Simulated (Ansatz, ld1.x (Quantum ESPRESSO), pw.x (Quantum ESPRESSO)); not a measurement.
P (Z = 15): one change to the TM potential, in the atom and in the bcc crystal

```
Element                 : phosphorus
Generator               : ld1.x (Quantum ESPRESSO) 7.5
Type                    : norm-conserving Troullier–Martins (Kleinman–Bylander form)
Functional              : PBEsol
Relativity              : scalar-relativistic
Frozen core             : [Ne]
Valence charge          : 5
Reference configuration : 3s2 3p3
Partial waves           : 3s (bound): rc 1.30 bohr; 3p (bound): rc 1.65 bohr; 3d channel at -0.1 Ry: rc 1.50 bohr
Local potential         : the d channel
Core correction         : Bessel-smoothed model core inside 0.70 bohr
```

Change: wave 3d channel at -0.1 Ry: rc 1.50 bohr becomes 3d channel at 2.13 Ry: rc 1.50 bohr.

Cutoffs, loose and tight: the cutoffs (Ry, on a coarse ladder) from which the occupation-weighted sum of valence levels, in a spherical-Bessel basis at the reference potential, stays within 10 and 1 mRy of its value at 400 Ry. They do not see the model core or the augmentation charge, which bear on the density cutoff. Test errors are all-electron minus pseudo excitation energies from the reference, over the configurations 3s2 3p2; 3s2 3p1; 3s2 3p0; 3s2 3p2.5; 3s2 3p3.3; 3s1 3p4; 3s1 3p3; variants that change the core or the reference have their own tests.

Crystal test: bcc P in pw.x 7.5, no spin, 15³ k-points, Fermi–Dirac smearing 0.01 Ry, cutoffs set for each file from its atomic test. The reference is all-electron LAPW (Ansatz 0.2.0) with the same functional, mesh and smearing; V0 and B0 come from Birch–Murnaghan fits to the pressures at five volumes. Errors are pseudo minus all-electron; Δ is the rms difference of the E(V) curves that follow from these fits, minima aligned, over ±6 % about the mean V0. Mesh and smearing are coarse, so the numbers serve the comparison and aren't converged zero-temperature values; the lattice is a test structure that the element need not adopt.

All-electron: a0 = 3.012 Å (V0 = 13.66 Å³/atom), B0 = 108.0 GPa.

Problem. Does the change bring the crystal closer to the all-electron result?

Solution. The mean pressure error goes from -0.88 to -0.60 GPa, so the change moves the solid closer to the all-electron pressures.

| quantity | base | changed |
| --- | --- | --- |
| outcome (atom) | generated | generated |
| cutoff, loose (atom) | 35 Ry | 35 Ry |
| cutoff, tight (atom) | 80 Ry | 80 Ry |
| bound ghosts (atom) | none | none |
| largest test error (meV) (atom) | +132 | +138 |
| cutoffs in pw.x (Ry) | 100/400 | 100/400 |
| a0 (Å) | 3.004 | 3.006 |
| a0 error (%) | -0.28 | -0.19 |
| B0 error (%) | +1.0 | +1.1 |
| Δ (meV/atom) | 2.7 | 1.8 |
| mean pressure error (GPa) | -0.88 | -0.60 |

 The atomic cutoffs weigh occupied waves only.
